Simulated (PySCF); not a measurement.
**How the functional moves excitation energies**

Pentanenitrile, C5H9N.
SMILES with atom numbers: `[CH3:1][CH2:2][CH2:3][CH2:4][C:5]#[N:6]` (hydrogens: H7, H8, H9 on C1; H10, H11 on C2; H12, H13 on C3; H14, H15 on C4)

Linear-response calculations in the def2-SVPD basis (PySCF; singlets by full response, triplets Tamm–Dancoff, core orbitals frozen in the response; HF means time-dependent Hartree–Fock). 'Strongest' is the level of largest summed f among the singlets computed (10 roots, of which the last may lack a degenerate partner); it can jump between rows when another state enters that window. S1 is the lowest singlet of each run and needn't be the same state throughout; f(S1) is that of one state. One conformer (not necessarily the lowest) at the PBE0-D3(BJ)/def2-SVP geometry, without solvent, vibrations or thermal averaging.

| functional | kind | S1 (eV) | f(S1) | strongest (eV) | T1 (eV) | HOMO (eV) | gap (eV) |
| --- | --- | --- | --- | --- | --- | --- | --- |
| LDA | LDA | 7.47 | 0.000 | 7.63 | 6.59 | -8.08 | 7.40 |
| PBE | GGA | 7.48 | 0.000 | 7.57 | 6.39 | -7.90 | 7.41 |
| B3LYP | global hybrid, 20% exact exchange | 7.66 | 0.000 | 7.90 | 6.33 | -9.01 | 9.03 |

Question: What does PBE0 (global hybrid, 25% exact exchange) give?

Answer: S1 (eV) 7.70, f(S1) 0.000, strongest (eV) 8.62, T1 (eV) 6.26, HOMO (eV) -9.25, gap (eV) 9.58. S1 runs from 7.47 eV (LDA) to 7.70 eV (PBE0), a spread of 0.24 eV, while the orbital gap spreads over 2.2 eV. Along PBE (0%), B3LYP (20%), PBE0 (25%) S1 rises with the share of exact exchange.
